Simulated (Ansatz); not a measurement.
## HNB, quartet in 6-31G: errors against full CI

Geometry: a point of a stretch scan, not a stationary point.

```yaml
atoms:
  - { symbol: B, position_ang: [0.0000, 0.0719, 0.8682] }
  - { symbol: N, position_ang: [0.0000, -0.1255, -0.5835] }
  - { symbol: H, position_ang: [0.0000, 0.9732, -1.2044] }
```

Basis 6-31G; Ansatz 0.2.0. Correlated methods freeze the noble-gas cores, which leaves 9 electrons in 18 orbitals. Prefix R: restricted or restricted open-shell reference; prefix U: unrestricted. Active spaces: valence = (9e, 9o) chosen from the atoms' valence shells; pair = (5e, 5o) about the gap.

Full CI is exact within this basis and frozen core; it isn't the basis-set limit. The frozen core follows each run's orbitals, which can shift R against U totals by a few meV.

For open shells CISD is restricted-active-space CI with the open shells as a complete middle space.

The UHF ⟨S²⟩ is 3.755 and the T1 diagnostic (RCCSD) is 0.0306. The largest doubles amplitude (RCCSD) is 0.045 and the T1 diagnostic (UCCSD) is 0.0279.

```tsv
level	E − E(full CI) (kJ/mol)	share of correlation (%)	wall time
RHF	359.5	0.00	–
UHF	355.3	1.18	–
RMP2	67.8	81.14	–
UMP2	67.3	81.27	–
CISD	26.9	92.53	0.66 s
RCCSD	12.0	96.67	–
UCCSD	11.8	96.71	–
RCCSD(T)	3.2	99.12	1.2 s
UCCSD(T)	3.1	99.14	1.2 s
BCCD(T)	3.4	99.06	1.1 s
RCCSDT	1.1	99.70	–
UCCSDT	1.0	99.71	–
RCCSDT(Q)	0.1	99.98	3.2 s
UCCSDT(Q)	0.0	100.01	3 s
RCCSDTQ	0.1	99.99	38 s
CASSCF (pair space)	279.0	22.41	–
NEVPT2 (pair space)	54.4	84.86	0.78 s
CASSCF (valence space)	140.2	61.01	–
NEVPT2 (valence space)	33.2	90.77	2 s
MRCISD (valence space)	5.5	98.47	–
MRCISD+Q (valence space)	2.2	99.40	3.4 s
```

The correlation energy at full CI, counted from RHF, is -3.726 eV. That run took 1.8 min on 1 thread of Arm Neoverse V1, shared host over 7,588,672 determinants.

Times hold each run's SCF and search for its determinant on a shared host, so for small cases they say little of a method's own cost; they ran on 1 thread of Arm Neoverse V1.

The full-CI state has the irrep A'' of Cs, in the program's axes.

Natural occupations of full CI about the gap: 1.979 1.953 1.938 0.998 0.990 0.990 0.060 0.031 0.026 0.014; effectively unpaired electrons, Σ n²(2−n)², 3.05.
